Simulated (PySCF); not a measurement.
SMILES C=CCC=C, GFN2-xTB optimised geometry.

```
13

C      2.16    -0.59     0.00
C      0.84    -0.59     0.00
C     -0.01     0.64     0.00
C     -0.83     0.70     1.25
C     -2.15     0.68     1.28
H      2.73     0.32    -0.01
H      2.74    -1.51     0.01
H      0.30    -1.53     0.02
H     -0.67     0.63    -0.87
H      0.64     1.53    -0.06
H     -0.26     0.75     2.17
H     -2.74     0.63     0.37
H     -2.70     0.72     2.20
```

Density from PBE0/def2-TZVP in PySCF 2.14.0 at that geometry.

Minimum of the electron density along straight lines between bonded atoms, close to the bond critical point (lines longer than 1.1 times the sum of covalent radii, or with two minima, are not listed):

| bond | length / Å | ρ at the minimum / e bohr⁻³ | ∇²ρ there / e bohr⁻⁵ | position (fraction from the first atom) |
|---|---|---|---|---|
| C1–C2 | 1.319 | 0.360 | -1.13 | 0.50 |
| C2–C3 | 1.500 | 0.259 | -0.68 | 0.51 |
| C3–C4 | 1.500 | 0.259 | -0.68 | 0.49 |
| C4–C5 | 1.319 | 0.360 | -1.13 | 0.51 |
| C1–H6 | 1.078 | 0.286 | -1.02 | 0.64 |
| C1–H7 | 1.077 | 0.287 | -1.03 | 0.64 |
| C2–H8 | 1.082 | 0.287 | -1.02 | 0.64 |
| C3–H9 | 1.093 | 0.277 | -0.95 | 0.64 |
| C3–H10 | 1.093 | 0.277 | -0.95 | 0.64 |
| C4–H11 | 1.082 | 0.287 | -1.02 | 0.64 |
| C5–H12 | 1.078 | 0.286 | -1.02 | 0.64 |
| C5–H13 | 1.077 | 0.287 | -1.03 | 0.64 |
